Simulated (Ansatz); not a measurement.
# Strontium, fcc under PBE: structure, energy and stiffness

The plan for strontium in the fcc structure: relax it, solve it on a dense k-mesh, switch on spin-orbit coupling, then scale the cell to 7 volumes from 88 to 112 % of the relaxed one and try a fit of the equation of state. The k-meshes are 9×9×9 for the relaxation; 15×15×15 for the dense run; 9×9×9 for spin-orbit coupling; 15×15×15 for the volumes. The starting cell is the deposited one, from the Crystallography Open Database.

Program: Ansatz 0.2.0. Level of theory: DFT PBE, plane waves (420 eV) with PAW, scalar-relativistic. These are calculated values, not measurements.

## (1) The system as given

The structure is cubic, space group Fm-3m (No. 225). The conventional cell has a = 6.085 Å, b = 6.085 Å, c = 6.085 Å, α = 90.00°, β = 90.00°, γ = 90.00°. Sr (site symmetry m-3m) is surrounded by 12 Sr at 4.30 Å.

Structure file:

```
Sr
1.0
     0.00000    3.04235    3.04235
     3.04235    0.00000    3.04235
     3.04235    3.04235    0.00000
Sr
1
Direct
  0.00000 0.00000 0.00000
```

## (2) Relaxation of the cell

Input file input.yaml:

```yaml
crystal:
  lattice:
    - [0.0, 3.04235, 3.04235]
    - [3.04235, 0.0, 3.04235]
    - [3.04235, 3.04235, 0.0]
  atoms:
    - { symbol: Sr, position: [0.0, 0.0, 0.0] }
hamiltonian:
  xc: pbe
  pseudopotentials:
    kind: paw
    azcp:
      Sr: "pseudopotentials/Sr.paw.azcp"
basis:
  ecutwfc: 420
  fft_grid_basis: typed
kpoints:
  mp_grid: { grid: [9, 9, 9], shift: [0, 0, 0] }
magnetization:
  spin_polarized: false
scf:
  occupations: { method: fermi_dirac, width: 0.1 }
relax:
  max_steps: 60
  f_tol: 0.01
  cell: {}
```

After this run come: Dense single point; Spin-orbit coupling switched on; The cell scaled to 88 % of its volume; The cell scaled to 92 % of its volume; The cell scaled to 96 % of its volume; The cell scaled to 100 % of its volume; The cell scaled to 104 % of its volume; The cell scaled to 108 % of its volume; The cell scaled to 112 % of its volume.

What does the calculation give? Wanted: space group; conventional cell; volume; shortest distance; gap on the mesh; V₀, B₀, B₀′.

The runs gave:

| quantity | value |
| --- | --- |
| space group (spins left aside) | Fm-3m (No. 225) |
| conventional cell | a = 6.038 Å |
| volume | 55.040 Å³/atom |
| shortest distance | 4.270 Å |
| against the deposited volume | -2.3 % (56.319 Å³/atom) |
| gap on the mesh | none (levels filled in part) |
| V₀, B₀, B₀′ | 54.871 Å³/atom, 11.7 GPa, 3.3 |

The volume comes out 2.3 % smaller than measured. The deposited cell holds zero-point motion and, unless taken cold, thermal expansion, which account for some of this. Levels at the Fermi energy are filled in part, as in a metal. Totals with and without spin-orbit coupling (-0.61 eV/atom apart) can't be read as binding, since the two-component data shift the zero of energy. The fitted modulus is 11.7 GPa, a soft solid.
